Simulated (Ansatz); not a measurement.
Reaction (SMILES): FC(F)(F)F → F[C](F)F + F atom
B3LYP-D3(BJ)/def2-TZVP geometries, fixed; electronic energies without zero-point terms.

Basis-set convergence of the bond dissociation energy at PBE with Ansatz (a quantum-chemistry and plane-wave program). All functions are spherical. Open shells are unrestricted. No added dispersion term, no relativity. Functions are those of the species that has most. Reference: the value in aug-cc-pVQZ, 131.37 kcal/mol, itself unsure by roughly 0.14 kcal/mol (its mean distance from def2-QZVPPD, pcseg-3, def2-QZVPP). Deviations are taken from unrounded values.

```
basis            functions  bond dissociation energy (kcal/mol)  minus reference (kcal/mol)
---------------  ---------  -----------------------------------  --------------------------
cc-pVDZ                 70                               135.71                        4.34
aug-cc-pVDZ            115                               130.16                       -1.21
cc-pVTZ                150                               133.57                        2.20
jun-cc-pV(T+d)Z        195                               131.14                       -0.23
aug-cc-pVTZ            230                               131.29                       -0.08
cc-pVQZ                275                               132.42                        1.04
aug-cc-pVQZ            400                               131.37                        0.00
```

The smallest set listed that lies within 0.5 kcal/mol of the reference with all its larger relatives (same family, alike in diffuse functions; a set with none counts only in the reference's own line) is jun-cc-pV(T+d)Z (195 functions, -0.23 kcal/mol off).
